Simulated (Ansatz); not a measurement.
Process, species as SMILES: C1=CC1 → 3 C atom + 4 H atom
B3LYP-D3(BJ)/def2-TZVP geometries, fixed; electronic energies without zero-point terms.
Largest species:
```xyz
7

C     -0.0054     0.0051     0.8609
C     -0.0002    -0.6463    -0.4958
C      0.0065     0.6404    -0.5035
H      0.9023     0.0040     1.4624
H     -0.9206     0.0134     1.4509
H     -0.0016    -1.5779    -1.0322
H      0.0147     1.5655    -1.0509
```

Basis-set convergence of the atomisation energy at B2PLYP with Ansatz (a first-principles code). Cartesian d functions, on some or all atoms, in 6-31+G*; all else is spherical. Cores are frozen. Open shells are unrestricted. No added dispersion term, no relativity. Functions are those of the species that has most. Reference: the value in def2-QZVPPD, 679.39 kcal/mol, itself unsure by roughly 0.35 kcal/mol (its mean distance from pcseg-3, def2-QZVPP, cc-pVQZ). Deviations are taken from unrounded values.

```tsv
basis	functions	atomisation energy (kcal/mol)	minus reference (kcal/mol)
3-21G	35	632.83	-46.56
6-31G	35	634.88	-44.51
6-31+G*	65	658.00	-21.39
aug-cc-pVDZ	105	658.02	-21.37
def2-TZVP	117	673.51	-5.88
aug-cc-pVTZ	230	676.27	-3.12
cc-pVQZ	285	679.53	0.14
pcseg-3	312	680.30	0.91
def2-QZVPPD	321	679.39	0.00
```

The smallest set listed that lies within 4 kcal/mol of the reference with all its larger relatives (same family, alike in diffuse functions; a set with none counts only in the reference's own line) is def2-QZVPPD (321 functions, 0.00 kcal/mol off). Inside, with no larger relative to test it: aug-cc-pVTZ, cc-pVQZ, pcseg-3.
